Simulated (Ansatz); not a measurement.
This Ansatz (a program for electronic structure) input (PBE/6-31G) gives -115.82081 Eh with 33 basis functions. A basis named .json is the Basis Set Exchange file of that set (core-valence sets with the plain set on hydrogen).

Ansatz 0.2 input:
```yaml
crystal:
  periodic: [false, false, false]
  atoms:
    - {symbol: C, position_ang: [0.00327342, 0.02137882, 0.11257968]}
    - {symbol: C, position_ang: [0.09532447, 0.42175209, 1.31948097]}
    - {symbol: C, position_ang: [-0.04988734, -0.27325839, -1.20303702]}
    - {symbol: H, position_ang: [-0.15282464, -0.23863109, 2.15258061]}
    - {symbol: H, position_ang: [0.80620451, -0.68175225, -1.73348371]}
    - {symbol: H, position_ang: [-0.94564319, -0.09885182, -1.79323865]}
basis:
  gaussian:
    orbitals: 6-31G
hamiltonian:
  xc: {name: PBE}
total_charge: -1
magnetization: {spin_polarized: false}
```

Change:
```diff
- orbitals: 6-31G
+ orbitals: 3-21G.json
```

Problem. What does the run give now?

Solution. -115.20424 Eh (PBE/3-21G, 33 functions), a change of +616.57 mEh.
